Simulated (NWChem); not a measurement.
**CH (+1) in NWChem**

```xyz
2

C      0.0000     0.0000     0.1639
H      0.0000     0.0000    -0.9833
```
Charge +1, spin multiplicity 1.

Program: NWChem. All single points use one geometry, from PBE0/def2-SVP, a minimum by its harmonic frequencies.

Symmetry labels belong to the abelian group C2v used in the runs, with the axes of the coordinates shown; states degenerate in a higher group split over its labels.

The correlated methods keep 1 core orbital frozen. The structure started from a generated list of species.

Task: List the 4 singlet excitations that EOM-CCSD/aug-cc-pVDZ, 1 core orbitals frozen gives, with oscillator strengths.

Result: 
| state | symmetry | energy (eV) | wavelength (nm) | f |
|---|---|---|---|---|
| 1 | b1 | 3.17 | 391 | 0.006 |
| 2 | b2 | 3.17 | 391 | 0.006 |
| 3 | a2 | 7.76 | 160 | 0.000 |
| 4 | a1 | 8.92 | 139 | 0.005 |
These are the lowest roots of each symmetry, so higher states are missing between them.
